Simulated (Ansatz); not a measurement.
Geometry optimisation, Ansatz 0.2.0, RKS PBE-D4/def2-SVP.

The input (input.yaml):

```yaml
crystal:
  periodic: [false, false, false]
  atoms:
    - { symbol: O, position_ang: [-0.5508, 1.6513, -0.4113] }
    - { symbol: C, position_ang: [-0.0863, 0.9398, 0.3971] }
    - { symbol: C, position_ang: [0.3999, -0.4556, 0.1237] }
    - { symbol: F, position_ang: [0.06, -1.2999, 1.0994] }
    - { symbol: S, position_ang: [-0.0617, -1.0992, -1.4968] }
    - { symbol: H, position_ang: [0.0806, 1.3091, 1.4304] }
    - { symbol: H, position_ang: [1.5508, -0.4348, 0.2048] }
    - { symbol: H, position_ang: [-1.3004, -0.6678, -1.4031] }
basis:
  gaussian: { orbitals: def2-SVP }
hamiltonian:
  xc: pbe
  dispersion: d4
relax:
  f_tol: 0.015
  max_steps: 40
```

Run as:

```bash
$ ansatz run input.yaml --threads 1 --pin off --max-ram 2048MiB --backend cpu --events-out ev --progress --plain --runs-dir out
```

Problem. Where does it end, and by what steps?

Solution. The run converged. After 14 steps the energy has fallen by 0.302 eV; H8 moved furthest, 0.35 Å.

```csv
step,energy less start (eV),largest force component (eV/Å),accepted
0,0.0000,2.622,yes
1,-0.2339,1.195,yes
2,-0.2322,1.333,no
3,-0.2820,0.492,yes
4,-0.2892,0.202,yes
5,-0.2922,0.064,yes
6,-0.2941,0.074,yes
7,-0.2962,0.089,yes
8,-0.2910,0.617,no
9,-0.2997,0.116,yes
10,-0.2901,0.768,no
11,-0.3013,0.032,yes
12,-0.3017,0.058,yes
13,-0.3018,0.044,yes
14,-0.3018,0.012,yes
```

```xyz
8
Properties=species:S:1:pos:R:3
O -0.850 1.514 -0.353
C -0.098 0.914 0.380
C 0.448 -0.506 0.133
F 0.014 -1.234 1.245
S -0.057 -1.195 -1.452
H 0.231 1.330 1.376
H 1.561 -0.494 0.160
H -1.157 -0.387 -1.546
```

Run time: 31 s on 1 thread of Intel(R) Xeon(R) Platinum 8488C (Sapphire Rapids), on a shared host, peak memory 0.17 GiB.
